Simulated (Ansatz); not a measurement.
Ideal-gas functions of ClH2SSi (`S[SiH]Cl`) radical at 400 K and 1 bar, from an Ansatz frequency run at PBE0-D4/def2-TZVP.

Molar mass 97.62 g/mol, point group C1 (symmetry number 1), electronic degeneracy 2, moments of inertia 36.306, 196.335, 229.836 u Å². Harmonic wavenumbers (cm⁻¹, unscaled): 150, 174, 495, 561, 642, 694, 758, 2151, 2698.

Use S(trans) = R[1.5 ln M + 2.5 ln T − 1.1517]; rotational temperatures θ = 24.2544 K / I; S(rot) = R[ln(√π/σ · √(T³/θAθBθC)) + 1.5]; for each mode x = 1.438777 ν̃/T, S = R[x/(eˣ − 1) − ln(1 − e⁻ˣ)] and H = RT x/(eˣ − 1); 1 cm⁻¹ = 0.0119627 kJ/mol; R = 8.31446 J/(mol·K).

By hand: the entropy, in J/(mol·K).

Translation 172.1. Rotation: θ = 0.6681, 0.1235, 0.1055 K, giving 111.7. Vibration, mode by mode: 13.54, 12.35, 4.54, 3.76, 2.99, 2.58, 2.15, 0.03, 0.01, in all 41.9. Electronic 5.8. Sum 331.5 J/(mol·K).

By hand: H − E and G − E in kJ/mol, counted from the electronic energy.

Zero-point energy ½ × 8323 × 0.0119627 = 49.8; thermal vibration 9.4; translation, rotation and pV give 4 RT = 13.3. H − E = 72.5 kJ/mol, and G − E = 72.5 − 400 × 331.5/1000 = -60.1 kJ/mol.

Vibration gives 13 % of the entropy. The sum counts one conformer and one mirror image; others add a mixing term.
